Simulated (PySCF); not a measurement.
Process, species as SMILES: P#P (P2) + 3 [H][H] (H2) → 2 P (PH3)
B3LYP-D3(BJ)/def2-TZVP geometries, fixed; electronic energies without zero-point terms.

Effect of the atomic grid (radial, angular points) at r2SCAN/aug-cc-pV(T+d)Z with PySCF, against the last row, where the energy of full hydrogenation is -45.03 kcal/mol. Cost is core time over that of atom_grid: 30, 110, unpruned, rough, on shared machines of one kind.

| setting | grid points, largest species | largest shift of a total energy (mEh) | shift of the energy of full hydrogenation (kcal/mol) | cost |
|---|---|---|---|---|
| atom_grid: 30, 110, unpruned | 13200 | 4.427 | 0.225 | 1× |
| atom_grid: 50, 194, unpruned | 38800 | -0.372 | 0.018 | 2× |
| atom_grid: 75, 302, unpruned | 90600 | -0.080 | -0.001 | 3× |
| atom_grid: 99, 590, unpruned | 233640 | -0.010 | -0.002 | 7× |
| atom_grid: 150, 974, unpruned | 584400 | 0.000 | 0.000 | 20× |

Within 0.02 kcal/mol in the energy of full hydrogenation: atom_grid: 50, 194, unpruned; atom_grid: 75, 302, unpruned; atom_grid: 99, 590, unpruned. The largest shift is 4.427 mEh in a total energy and 0.225 kcal/mol in the difference.
